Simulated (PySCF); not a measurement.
## What binds SiP: the parts of the energy along the bond

State: ²Π, doublet, unpaired electrons π ↑. ROHF-based CCSD(T) in PySCF 2.14 with Si cc-pV(T+d)Z, P cc-pV(T+d)Z and Si cc-pV(Q+d)Z, P cc-pV(Q+d)Z (frozen core orbitals: 10; no relativity). Correlation energies are extrapolated as n⁻³ (n = 3, 4), Hartree–Fock as (n+1)·exp(−9√n). CV is the change on freezing 2 orbitals instead, in Si cc-pwCVTZ, P cc-pwCVTZ. SR is the spin-free X2C energy in Si cc-pVTZ-DK, P cc-pVTZ-DK less the non-relativistic one in Si cc-pVTZ, P cc-pVTZ. All energies in eV from Si + P.

| R (Å) | HF/CBS | CCSD corr. | (T) | CV | SR | total |
| --- | --- | --- | --- | --- | --- | --- |
| 1.8304 | -0.754 | -1.856 | -0.2037 | -0.0612 | 0.0030 | -2.872 |
| 1.9136 | -1.285 | -1.876 | -0.2217 | -0.0432 | 0.0062 | -3.420 |
| 1.9968 | -1.516 | -1.905 | -0.2427 | -0.0290 | 0.0081 | -3.685 |
| 2.0800 | -1.529 | -1.942 | -0.2666 | -0.0179 | 0.0089 | -3.747 |
| 2.1632 | -1.388 | -1.986 | -0.2934 | -0.0093 | 0.0091 | -3.667 |
| 2.2672 | -1.064 | -2.050 | -0.3303 | -0.0013 | 0.0086 | -3.437 |
| 2.3713 | -0.639 | -2.121 | -0.3703 | 0.0044 | 0.0076 | -3.118 |

A fit to the total gives Re = 2.0700 Å, De = 3.748 eV, ωe = 626.3 cm⁻¹, Be = 0.2676 cm⁻¹ (masses 27.9769 and 30.9738 u).

At R = 2.0800 Å the CCSD correlation energy is -0.240547 hartree in the smaller basis and -0.252658 in the larger. Extrapolate it.

(4³·E4 − 3³·E3)/(4³ − 3³) = -0.26150 hartree; the larger basis holds 96.6 % of it.

The T1 diagnostic is 0.025. The state was picked by a PBE0 search and need not be the measured ground state. Spin–orbit coupling, excitations beyond (T) and corrections to the Born–Oppenheimer picture are left out.
